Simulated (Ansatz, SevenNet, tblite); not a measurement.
Bulk modulus B0 of rock-salt AgCl: levels of theory against measurement

Reference value: 44 GPa (measured, temperature not stated, not corrected to a static lattice, sources range from 44.0 to 53.5; as tabulated in Toher et al. (2017), arXiv:1611.05714).

```json
[
 {"level (code)": "GFN1-xTB (tblite)", "value (GPa)": "63.3", "cell (Å³/atom)": "21.72", "difference (%)": "+44"},
 {"level (code)": "SevenNet-l3i5 (SevenNet)", "value (GPa)": "42.5", "cell (Å³/atom)": "22.25", "difference (%)": "-3.4"},
 {"level (code)": "PBE (Ansatz)", "value (GPa)": "41.9", "cell (Å³/atom)": "22.09", "difference (%)": "-4.8"},
 {"level (code)": "r²SCAN (Ansatz)", "value (GPa)": "50.5", "cell (Å³/atom)": "21.31", "difference (%)": "+14.8"},
 {"level (code)": "PBE0 (Ansatz)", "value (GPa)": "42.9", "cell (Å³/atom)": "21.92", "difference (%)": "-2.5"}
]
```

The reference's temperature isn't stated, so close values are not ranked against it.

The measured value isn't corrected to a static lattice, so vibrations enter the comparison. A static lattice is as a rule stiffer than a warm one, by over a tenth in soft solids.  GFN1-xTB: the method was fitted mainly to molecules. GFN1-xTB: the run uses a supercell at the zone centre in place of a k mesh. Each level is taken at its own relaxed cell. Cutoffs and k meshes differ between the levels. Ansatz's density-functional and Hartree–Fock values are scalar-relativistic unless marked +SOC, with PAW data made under PBE.

Machine-learned potentials (SevenNet-l3i5) are trained on DFT data, which may include these solids.

Differences are worked out from the printed values.

Ansatz is an electronic-structure program.
